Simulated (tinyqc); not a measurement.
Worked calculation: geometry optimisation on the RHF/sto-3g surface (energies and gradients from PySCF), for H3O+, spin multiplicity 1. Computed by tinyqc, a small Python program that keeps every step (integrals from PySCF). Settings: charge = 1, multiplicity = 1, basis = sto-3g, optimiser = sd, first Hessian = 1.0, largest step = 0.3, iteration cap = 30. Command: `OMP_NUM_THREADS=1 python tinyqc.py 28165 28166 out.jsonl` (the two numbers bound the seeds that draw the settings). One thread of a shared host (Intel(R) Xeon(R) Processor @ 2.60GHz), about 2 s of CPU time with the checks.

## Step 1: energy and gradient

positions at the start (bohr), order 1O, 2H, 3H, 4H:
$$\begin{pmatrix}
-0.01512 & -0.03968 & 0.70865 \\
1.81225 & -0.03024 & 0.06614 \\
-0.89006 & 1.48721 & -0.03024 \\
-0.87305 & -1.41540 & 0.08126
\end{pmatrix}$$

Self-consistent energy and analytic gradient at these positions.

energy = -75.3190080 hartree

gradient (hartree/bohr), order 1O, 2H, 3H, 4H:
$$\begin{pmatrix}
-0.0709983 & -0.1098769 & 0.0013618 \\
0.0281416 & 0.0042834 & -0.0169406 \\
-0.0083317 & 0.0065775 & -0.0165856 \\
0.0511885 & 0.0990160 & 0.0321643
\end{pmatrix}$$

## Step 1: move

Steepest descent, p = -g / 1; steps longer than 0.3 bohr are cut back.

positions after step 1 (bohr), order 1O, 2H, 3H, 4H:
$$\begin{pmatrix}
0.05588 & 0.07019 & 0.70729 \\
1.78411 & -0.03452 & 0.08308 \\
-0.88173 & 1.48064 & -0.01365 \\
-0.92424 & -1.51442 & 0.04909
\end{pmatrix}$$

## Step 2: energy and gradient

As before.

energy = -75.3233951 hartree

gradient (hartree/bohr), order 1O, 2H, 3H, 4H:
$$\begin{pmatrix}
0.0539474 & 0.0726144 & 0.0162383 \\
-0.0280897 & -0.0061479 & 0.0067372 \\
0.0030706 & -0.0331195 & 0.0046615 \\
-0.0289283 & -0.0333470 & -0.0276370
\end{pmatrix}$$

## Step 2: move

As before.

positions after step 2 (bohr), order 1O, 2H, 3H, 4H:
$$\begin{pmatrix}
0.00193 & -0.00242 & 0.69105 \\
1.81220 & -0.02837 & 0.07634 \\
-0.88480 & 1.51376 & -0.01831 \\
-0.89531 & -1.48107 & 0.07673
\end{pmatrix}$$

## Convergence

Stop when the largest gradient component is below 3e-5 hartree/bohr.

Course of the optimisation:
```
step  E (hartree)  largest gradient (hartree/bohr)
1     -75.3190080                         1.10e-01
2     -75.3233951                         7.26e-02
3     -75.3277085                         3.24e-02
4     -75.3287548                         2.11e-02
5     -75.3293227                         1.48e-02
6     -75.3296318                         9.16e-03
7     -75.3298362                         8.07e-03
8     -75.3299775                         7.05e-03
9     -75.3300802                         6.28e-03
10    -75.3301569                         5.56e-03
11    -75.3302152                         4.97e-03
12    -75.3302601                         4.44e-03
13    -75.3302952                         3.98e-03
14    -75.3303228                         3.57e-03
15    -75.3303446                         3.22e-03
16    -75.3303621                         2.90e-03
17    -75.3303762                         2.62e-03
18    -75.3303875                         2.37e-03
19    -75.3303967                         2.15e-03
20    -75.3304041                         1.95e-03
21    -75.3304103                         1.77e-03
22    -75.3304153                         1.61e-03
23    -75.3304194                         1.46e-03
24    -75.3304228                         1.33e-03
25    -75.3304256                         1.21e-03
26    -75.3304279                         1.10e-03
27    -75.3304298                         1.01e-03
28    -75.3304314                         9.19e-04
29    -75.3304327                         8.39e-04
30    -75.3304338                         7.66e-04
```

Distances after the last move, whose energy is not in the table (angstrom):
```
pair   distance
2H-1O   0.99051
3H-1O   0.99050
3H-2H   1.65696
4H-1O   0.99049
4H-2H   1.65693
4H-3H   1.65683
```

Not converged within 30 steps: the energy falls at every step, but slowly. Reruns: method bfgs, first Hessian 0.6, largest step 0.3: converged in 13 (E = -75.33044).
